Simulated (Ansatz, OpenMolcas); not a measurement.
Worked example: the enthalpy of formation of CH2Cl2 (dichloromethane)

CH2Cl2: 5 atoms, total charge 0, spin state singlet. SMILES: `ClCCl`. The coordinates come from a PBE0-D4/def2-TZVP relaxation.

Total energies at HF/3-21G (OpenMolcas 26.06); the atoms run unrestricted:

```tsv
species	state	energy (Eh)
CH2Cl2	singlet	-953.383607
Cl	doublet	-457.276552
C	triplet	-37.481070
H	doublet	-0.496199
```

Harmonic wavenumbers at PBE0-D4/def2-TZVP, in cm⁻¹: 285, 732, 772, 904, 1178, 1288, 1461, 3128, 3205.

Measured heats of formation of the gaseous atoms at 298.15 K, in kJ/mol: Cl 121.3, C 716.9, H 218.0. Spin-orbit lowering of the atoms at 298 K (mean of the ground term's levels less their thermal mean, from spectra), in kJ/mol: Cl 3.44, C 0.02. Take 1 Eh = 2625.50 kJ/mol, 1 cm⁻¹ = 0.0119627 kJ/mol, RT = 2.479 kJ/mol.

Q: Work out the heat of formation of the gas at 298 K.

A: 
1. Electronic atomisation energy: 2 × (-457.276552) + (-37.481070) + 2 × (-0.496199) − (-953.383607) = 0.357035 Eh = 937.4 kJ/mol.
2. Zero-point energy: half the sum of the wavenumbers, 6476.5 cm⁻¹ = 77.5 kJ/mol.
3. Thermal vibrational enthalpy, Σ hcν̃/(exp(hcν̃/kT) − 1): 1.9 kJ/mol. Translation, rotation and pV of a non-linear molecule: 4 RT = 9.9 kJ/mol.
4. The 5 free atoms carry 5/2 RT each: 31.0 kJ/mol.
5. Spin-orbit coupling lowers the free atoms by 2 × 3.44 + 0.02 = 6.9 kJ/mol.
6. Atomisation enthalpy at 298 K: 937.4 − 6.9 − 77.5 − 1.9 − 9.9 + 31.0 = 872.2 kJ/mol.
7. Sum of the atoms' heats of formation: 1395.5 kJ/mol. Heat of formation: 1395.5 − 872.2 = +523.3 kJ/mol.

The tabulated value is -94.7 kJ/mol (Active Thermochemical Tables), so this level is off by +618.0 kJ/mol, or 41.5 % of the atomisation enthalpy. Hartree–Fock leaves out correlation, which is larger in the molecule than in the atoms, so it underbinds and puts the heat of formation too high. A basis without polarisation functions underbinds badly. Anharmonicity and any spin-orbit splitting of the molecule are left out.
